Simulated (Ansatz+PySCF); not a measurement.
Results of a calculation; reference values are marked as such.
## PySCF 2.14.0 run

```python
from pyscf import gto, scf, cc

mol = gto.M(atom="""
C 0.000000 0.000000 0.000000
C 0.739600 0.000000 1.117410
C -0.739600 0.000000 1.117410
""", basis='sto-3g', charge=1, spin=1)
mf = scf.UHF(mol)
mf.kernel()
mycc = cc.CCSD(mf, frozen=3).run()
et = mycc.ccsd_t()
print(mf.e_tot, mycc.e_corr, et, mycc.e_tot + et)
```

The script is written out from the run's settings.

Results

```
Converged                       : yes
Reference energy                : -111.49800 hartree
CCSD correlation energy         : -0.26277 hartree
Triples correction              : -0.01784 hartree
Total energy                    : -111.77860 hartree
Spin squared of the determinant : 0.788
```

The reference isn't the lowest determinant (another lies 2.56 eV lower), but the same method gives a higher total on the lower determinant. Caution: large share of triples, a single reference is doubtful.
